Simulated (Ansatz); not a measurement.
Steps of a relaxation of C$_{2}$HClF$_{2}$O (`O=CC(F)(F)Cl`) with RKS PBE0-D4/def2-TZVP.

```sh
$ ansatz run in.yaml --threads 4 --pin off --events-out ev --progress --plain --max-ram 10444MiB
```

```yaml
crystal:
  periodic: [false, false, false]
  atoms:
    - {symbol: O, position_ang: [0.243855, -1.840388, 0.466459]}
    - {symbol: C, position_ang: [0.587915, -0.706826, 0.245500]}
    - {symbol: C, position_ang: [-0.383674, 0.374369, -0.276114]}
    - {symbol: F, position_ang: [-1.542853, -0.147306, -0.684618]}
    - {symbol: F, position_ang: [0.185277, 1.046865, -1.299881]}
    - {symbol: Cl, position_ang: [-0.659986, 1.511091, 1.097525]}
    - {symbol: H, position_ang: [1.630766, -0.305804, 0.405429]}
basis:
  gaussian: {orbitals: def2-TZVP}
hamiltonian: {xc: pbe0, dispersion: d4}
relax: {f_tol: 0.005, max_steps: 150}
```

Positions (Å) and forces (eV/Å) along the path, 9 of 9 steps:

```xyz
7
step=1 energy=-22083.6551 eV
O     0.244   -1.840    0.466    0.446    1.476   -0.297
C     0.588   -0.707    0.245    0.025   -0.856    0.226
C    -0.384    0.374   -0.276   -0.223    0.060    0.015
F    -1.543   -0.147   -0.685    0.643    0.391    0.186
F     0.185    1.047   -1.300   -0.346   -0.347    0.517
Cl   -0.660    1.511    1.098    0.076   -0.410   -0.570
H     1.631   -0.306    0.405   -0.621   -0.313   -0.076
7
step=2 energy=-22083.6952 eV
O     0.250   -1.825    0.459    0.059    0.155   -0.034
C     0.590   -0.704    0.246    0.051   -0.019    0.003
C    -0.382    0.370   -0.270   -0.156    0.207    0.086
F    -1.535   -0.141   -0.678    0.263    0.097    0.073
F     0.181    1.039   -1.288   -0.095   -0.141    0.147
Cl   -0.662    1.507    1.083    0.052   -0.222   -0.256
H     1.619   -0.315    0.404   -0.173   -0.078   -0.020
7
step=3 energy=-22083.7002 eV
O     0.250   -1.820    0.454   -0.006   -0.057    0.000
C     0.588   -0.701    0.244   -0.003    0.051   -0.003
C    -0.382    0.373   -0.267   -0.012    0.056    0.099
F    -1.528   -0.140   -0.674   -0.022   -0.014   -0.014
F     0.180    1.034   -1.285    0.013    0.009   -0.029
Cl   -0.659    1.501    1.076    0.010   -0.039   -0.056
H     1.612   -0.314    0.405    0.020   -0.006    0.003
7
step=4 energy=-22083.7005 eV
O     0.251   -1.822    0.451    0.001   -0.001    0.010
C     0.588   -0.700    0.247    0.005   -0.011   -0.050
C    -0.382    0.374   -0.264   -0.002    0.021    0.062
F    -1.528   -0.140   -0.673   -0.018   -0.013   -0.010
F     0.181    1.033   -1.284    0.013    0.002   -0.024
Cl   -0.661    1.503    1.073   -0.002    0.001   -0.007
H     1.613   -0.316    0.404    0.002    0.001    0.019
7
step=5 energy=-22083.7006 eV
O     0.252   -1.823    0.447    0.014    0.031   -0.018
C     0.589   -0.700    0.244   -0.011   -0.026    0.031
C    -0.383    0.375   -0.263    0.009   -0.019   -0.013
F    -1.529   -0.141   -0.670   -0.007   -0.005    0.000
F     0.180    1.032   -1.285    0.006    0.005   -0.015
Cl   -0.659    1.504    1.071   -0.005    0.018    0.022
H     1.613   -0.315    0.410   -0.006   -0.004   -0.007
7
step=6 energy=-22083.7006 eV
O     0.252   -1.823    0.446    0.004    0.009   -0.007
C     0.588   -0.700    0.245   -0.002   -0.009    0.007
C    -0.382    0.375   -0.263    0.001   -0.004   -0.004
F    -1.529   -0.141   -0.670   -0.001   -0.001    0.002
F     0.180    1.032   -1.285    0.002   -0.001   -0.005
Cl   -0.660    1.505    1.071   -0.001    0.006    0.006
H     1.613   -0.316    0.409   -0.003   -0.001    0.001
7
step=7 energy=-22083.7007 eV
O     0.253   -1.823    0.445   -0.001   -0.003   -0.003
C     0.588   -0.700    0.246    0.002    0.002    0.001
C    -0.383    0.375   -0.262   -0.002   -0.001   -0.006
F    -1.529   -0.141   -0.669    0.002    0.002    0.004
F     0.180    1.031   -1.286   -0.001   -0.003    0.002
Cl   -0.660    1.506    1.071    0.001    0.000    0.000
H     1.612   -0.315    0.411   -0.001    0.002    0.003
7
step=8 energy=-22083.7007 eV
O     0.254   -1.824    0.441   -0.005   -0.012    0.000
C     0.588   -0.700    0.246    0.004    0.010   -0.002
C    -0.383    0.375   -0.262   -0.002    0.001   -0.010
F    -1.530   -0.141   -0.668    0.004    0.004    0.005
F     0.180    1.030   -1.287   -0.004   -0.004    0.008
Cl   -0.659    1.508    1.071    0.002   -0.003   -0.004
H     1.612   -0.315    0.414    0.001    0.004    0.003
7
step=9 energy=-22083.7007 eV
O     0.255   -1.826    0.434   -0.001    0.001   -0.001
C     0.588   -0.700    0.246    0.003    0.000   -0.001
C    -0.383    0.375   -0.262   -0.004    0.001   -0.003
F    -1.531   -0.141   -0.665    0.001    0.000    0.003
F     0.178    1.028   -1.289    0.003   -0.003    0.002
Cl   -0.655    1.510    1.069   -0.001    0.000    0.000
H     1.609   -0.313    0.422    0.000    0.000    0.000
```

It took 2.8 min on 4 threads of an Intel Xeon on a shared host, with 0.49 GiB of host memory at the peak.
